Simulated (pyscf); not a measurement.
Structures and frequencies: ωB97X-D3(BJ)/def2-SVP in PySCF.

Q: For the elementary gas-phase step `[OH][Si]([OH])([OH])[O][Si]([OH])([OH])[OH]` + `[CH3]` [doublet] → `[O][Si]([OH])([OH])[O][Si]([OH])([OH])[OH]` [doublet] + `[CH4]` (doublet surface; H–O broken, C–H formed), what barrier and reaction energy does ωB97M-D3(BJ)/def2-TZVP give, measured from the separated reactants?

A: ΔE‡ = 18.7 kcal/mol, ΔE = +14.7 kcal/mol. Zero-point energy shifts the barrier by +0.6 kcal/mol. It is a hydrogen abstraction, with an imaginary mode of 606i cm⁻¹. One saddle was located; it need not be the lowest between these sides. The angle at the transferred H is 165°.
